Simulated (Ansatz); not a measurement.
## How the elastic constant C66 of trigonal Se moves with the method

No measured value is used here.

```json
[
 {"level (code)": "PBE (Ansatz)", "value (GPa)": "2.41", "cell (Å³/atom)": "29.85"},
 {"level (code)": "PBEsol (Ansatz)", "value (GPa)": "?", "cell (Å³/atom)": "24.11"},
 {"level (code)": "r²SCAN (Ansatz)", "value (GPa)": "3.87", "cell (Å³/atom)": "29.26"}
]
```

Q: Some entries are withheld; supply them.

A: 
- PBEsol (Ansatz, a quantum-chemistry and plane-wave program), value (GPa): 12.9

PBE, PBEsol, r²SCAN: the cell comes from a level without a dispersion term, which matters for the spacing of layers, chains or molecules. Each level is taken at its own relaxed cell. Cutoffs differ between the levels. Ansatz's density-functional and Hartree–Fock values are scalar-relativistic unless marked +SOC, with PAW data made under PBE.
